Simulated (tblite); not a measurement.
Species: C5H10N (doublet state).
Atom-mapped SMILES: `[CH3:1][N:2][CH2:3][CH:4]1[CH2:5][CH2:6]1` (hydrogens: H7, H8, H9 on C1; H10, H11 on C3; H12 on C4; H13, H14 on C5; H15, H16 on C6)

Geometry (GFN2-xTB, Å), atoms numbered from 1 in this order:
```xyz
16
C5H10N angstrom
C      2.5336    0.2605    0.2359
N      1.5149   -0.5991    0.6712
C      0.3769   -0.7410   -0.1402
C     -0.8855   -0.4372    0.6585
C     -2.1782   -0.2152   -0.0612
C     -1.4801    0.9346    0.6042
H      3.5015   -0.2024    0.4513
H      2.5007    1.1817    0.8363
H      2.4753    0.5447   -0.8265
H      0.4010   -0.1289   -1.0596
H      0.3162   -1.8017   -0.4375
H     -0.9098   -0.9592    1.6054
H     -2.1736   -0.2528   -1.1404
H     -3.0858   -0.5961    0.3815
H     -1.0092    1.6723   -0.0285
H     -1.9056    1.3487    1.5055
```

Method: GFN2-xTB as coded in tblite; computed harmonic values from a numerical Hessian at the method's own geometry, unscaled. Errors from tens to a few hundred cm⁻¹ against measured bands are possible. One conformer, not necessarily the lowest. Open shells enter through the occupations alone, without spin polarisation, and single modes of such species can be off by tens of per cent. The optimisation stopped once no atom felt more than 0.01 eV/Å.

Lowest wavenumbers of the output (negative numbers stand for imaginary wavenumbers):
```
mode    cm-1
  1     -24.6
  2      64.3
  3      77.7
  4     222.3
  5     350.4
  6     408.7
  7     446.2
  8     792.4
  9     825.5
 10     864.7
```

Q: Is this structure a minimum?

A: Not by this Hessian. 1 mode is imaginary beyond 20i (25i cm⁻¹), so at this level the point lies at or near a first-order saddle. The curvature is small, so loose convergence or finite differences may be the whole cause.

Q: Which atoms move in the imaginary mode?

A: 25i: C1 (carbon bonded to N and 3 H) 31 %, N2 (nitrogen bonded to 2 C) 13 %, C3 (carbon bonded to C, N and 2 H) 11 %, C6 (carbon bonded to 2 C and 2 H) 11 %. These are shares of the mass-weighted motion.

Q: What is the remedy?

A: Step along that mode in both directions, optimise again with tighter thresholds and repeat the frequencies. The zero-point energy of this point (86.2 kcal/mol) counts the 41 real modes alone, and thermal corrections from it aren't those of a minimum.
